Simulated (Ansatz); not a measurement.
Ideal-gas functions of `CC1=NC1` at 800 K and 1 bar, from an Ansatz frequency run at PBE0-D4/def2-TZVP.

Molar mass 55.08 g/mol, point group Cs (symmetry number 1), electronic degeneracy 1, moments of inertia 21.952, 75.87, 91.296 u Å². Harmonic wavenumbers (cm⁻¹, unscaled): 159, 343, 350, 700, 939, 956, 998, 1048, 1054, 1130, 1335, 1401, 1462, 1468, 1510, 1887, 3054, 3095, 3123, 3149, 3178.

Use S(trans) = R[1.5 ln M + 2.5 ln T − 1.1517]; rotational temperatures θ = 24.2544 K / I; S(rot) = R[ln(√π/σ · √(T³/θAθBθC)) + 1.5]; for each mode x = 1.438777 ν̃/T, S = R[x/(eˣ − 1) − ln(1 − e⁻ˣ)] and H = RT x/(eˣ − 1); 1 cm⁻¹ = 0.0119627 kJ/mol; R = 8.31446 J/(mol·K).

**Question.** By hand: the entropy, in J/(mol·K).

**Answer.** Translation 179.4. Rotation: θ = 1.1049, 0.3197, 0.2657 K, giving 110.4. Vibration, mode by mode: 18.75, 12.46, 12.30, 6.93, 4.88, 4.76, 4.48, 4.18, 4.14, 3.72, 2.78, 2.53, 2.32, 2.30, 2.17, 1.26, 0.22, 0.21, 0.20, 0.19, 0.18, in all 91.0. Electronic 0.0. Sum 380.8 J/(mol·K).

**Question.** By hand: H − E and G − E in kJ/mol, counted from the electronic energy.

**Answer.** Zero-point energy ½ × 32339 × 0.0119627 = 193.4; thermal vibration 41.1; translation, rotation and pV give 4 RT = 26.6. H − E = 261.1 kJ/mol, and G − E = 261.1 − 800 × 380.8/1000 = -43.5 kJ/mol.

Vibration gives 24 % of the entropy.
